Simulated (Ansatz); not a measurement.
**NO2F (nitryl fluoride) at CAM-B3LYP/cc-pVTZ**

Aim: the energy change on altering one bond length of NO2F (nitryl fluoride) at CAM-B3LYP/cc-pVTZ, from 2 runs. 

Program for the calculation: Ansatz 0.2.0.

36 further runs of the same task are left out: 36 set aside as unsound or not needed.

## 1. The molecule

The species is NO2F (4 atoms), meant as a singlet with charge 0. SMILES: `O=[N+]([O-])F`. The shape is that of a PBE0-D4/def2-TZVP optimisation.

Bond lengths: O1–N2 1.170 Å, N2–O3 1.170 Å, N2–F4 1.442 Å. Angles: O1–N2–O3 135.6°, O1–N2–F4 112.2°, O3–N2–F4 112.2°.

## 2. A single-point energy at CAM-B3LYP/cc-pVTZ

Contents of in.yaml:

```yaml
crystal:
  periodic: [false, false, false]
  atoms:
    - {symbol: O, position_ang: [0.188290, 0.469930, 1.120250]}
    - {symbol: N, position_ang: [0.079720, -0.071800, 0.089140]}
    - {symbol: O, position_ang: [0.476580, -1.068680, -0.376880]}
    - {symbol: F, position_ang: [-0.744590, 0.670550, -0.832510]}
basis:
  gaussian: {orbitals: cc-pVTZ}
hamiltonian: {xc: {name: CAM-B3LYP}}
accuracy: high
output: {orbitals: {seedname: orbitals}}
```

Launch:

```sh
$ ansatz run in.yaml --threads 1 --pin off --max-ram 3480MiB --events-out events.jsonl --progress --plain --runs-dir runs
```

Standard output:

```text
Warning: RAYON_NUM_THREADS=1 ignored (pool sized by the plan → 1); use --threads N
Functional definition: CAM-B3LYP
  name "CAM-B3LYP"
  parameter alpha = 0.19
  parameter beta = 0.46
  parameter omega = 0.33/bohr
  parameter ac = 0.81
  exchange = (1 - alpha - beta)*b88_x + beta*b88_x_sr(omega) + alpha*exact_x + beta*exact_x_lr(omega)
  correlation = (1 - ac)*vwn5_c + ac*lyp_c
2042 factors; integrals over basis functions are off by at most 3.0e-9 eV
250 factors; integrals over basis functions are off by at most 1.5e-9 eV
mean field evaluation 1: about -8291.7483 eV, gradient 6.2e1 eV
mean field evaluation 2: about -8284.4959 eV, gradient 9.8e1 eV
mean field evaluation 4: about -8297.2266 eV, gradient 4.0e0 eV
mean field evaluation 8: about -8297.2506 eV, gradient 4.8e-2 eV
mean field evaluation 16: about -8297.2506 eV, gradient 5.4e-6 eV
mean field -8297.25061649 eV, -304.9183360774 hartree, gradient 1.5e-8 eV, S^2 0.000000; 0 other end points of the search recorded, 0 dependent functions left out
reference -8297.25062735 eV, -304.9183364766 hartree; 16, 16 occupied and 104, 104 virtual orbitals, 2042 factors
Total energy: -8297.25062735 eV, -304.9183364766 hartree
```

Wall time 5.7 s (1 thread of Arm Neoverse V2, shared host); peak memory 0.36 GiB.

## 3. The distorted shape at the same level

Contents of run.yaml:

```yaml
crystal:
  periodic: [false, false, false]
  atoms:
    - {symbol: O, position_ang: [0.311961, 0.358556, 1.258525]}
    - {symbol: "N", position_ang: [0.203391, -0.183174, 0.227415]}
    - {symbol: O, position_ang: [0.600251, -1.180054, -0.238605]}
    - {symbol: F, position_ang: [-0.744590, 0.670550, -0.832510]}
basis:
  gaussian: {orbitals: cc-pVTZ}
output: {orbitals: {seedname: orbitals}}
accuracy: high
hamiltonian: {xc: {name: CAM-B3LYP}}
```

Launch:

```sh
$ ansatz run run.yaml --threads 1 --pin off --max-ram 3480MiB --events-out events.jsonl --progress --plain --runs-dir runs
```

Standard output:

```text
Warning: RAYON_NUM_THREADS=1 ignored (pool sized by the plan → 1); use --threads N
[... 8 set-up lines as earlier in the session ...]
2019 factors; integrals over basis functions are off by at most 2.9e-9 eV
256 factors; integrals over basis functions are off by at most 1.3e-9 eV
mean field evaluation 1: about -8291.2061 eV, gradient 6.2e1 eV
mean field evaluation 2: about -8280.7134 eV, gradient 1.1e2 eV
mean field evaluation 4: about -8296.7926 eV, gradient 8.5e0 eV
mean field evaluation 8: about -8296.8950 eV, gradient 6.0e-2 eV
mean field evaluation 16: about -8296.8950 eV, gradient 1.5e-5 eV
mean field -8296.89498816 eV, -304.9052669776 hartree, gradient 6.0e-8 eV, S^2 0.000000; 0 other end points of the search recorded, 0 dependent functions left out
reference -8296.89499897 eV, -304.9052673747 hartree; 16, 16 occupied and 104, 104 virtual orbitals, 2019 factors
Total energy: -8296.89499897 eV, -304.9052673747 hartree
```

Run time: 5.7 s. Hardware: 1 thread of Arm Neoverse V2, shared host; peak memory 0.36 GiB.

## 4. Results

Level: CAM-B3LYP/cc-pVTZ.

| quantity | value |
| --- | --- |
| first shape: total energy | -304.91834 Eh |
| first shape: HOMO energy | -11.88 eV |
| first shape: LUMO energy | -1.25 eV |
| first shape: HOMO–LUMO gap | 10.62 eV |
| distorted shape: total energy | -304.90527 Eh |
| distorted shape: HOMO energy | -12.22 eV |
| distorted shape: LUMO energy | -1.92 eV |
| distorted shape: HOMO–LUMO gap | 10.29 eV |
| energy change with the N2–F4 bond stretched from 1.442 to 1.659 Å | 0.356 eV |

**Reading.** With the N2–F4 bond stretched from 1.442 to 1.659 Å the energy rises by 0.36 eV (34.3 kJ/mol). The first shape isn't relaxed at this level, so the change isn't measured from a minimum.
